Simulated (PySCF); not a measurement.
Metal–ligand bonds in Cd(F)1–Y. All species are isolated molecules in the gas phase. One relaxed conformer stands for each flexible species; it need not be the lowest. Multiplicities are imposed; where one is given, others were not computed. Strings in code marks are SMILES.

The dipole moment from two functionals at the same geometries (BP86-D3(BJ)/def2-SVP), both in PySCF: PBE-D3(BJ)/def2-TZVP and TPSSh-D3(BJ)/def2-TZVP. 

```tsv
species	TPSSh-D3(BJ)/def2-TZVP (D)
ligand removed as a radical	3.61
Y = F ([Cd(F)2])	0.00
Y = CH3	3.28
free radical OH	1.75
free radical OCH3	2.04
free radical N(CH3)2 (`C[N]C`)	1.70
```

Question: What does PBE-D3(BJ)/def2-TZVP give for each?

Answer: 
- ligand removed as a radical: 3.38
- Y = F ([Cd(F)2]): 0.00
- Y = CH3: 3.28
- free radical OH: 1.73
- free radical OCH3: 2.13
- free radical N(CH3)2 (`C[N]C`): 1.70
Over these rows, drawn at random from the members with no instability flagged (it was tested for open shells, ions and some series alone), PBE minus TPSSh-D3(BJ): mean -0.03 D, from -0.23 D to +0.09 D.
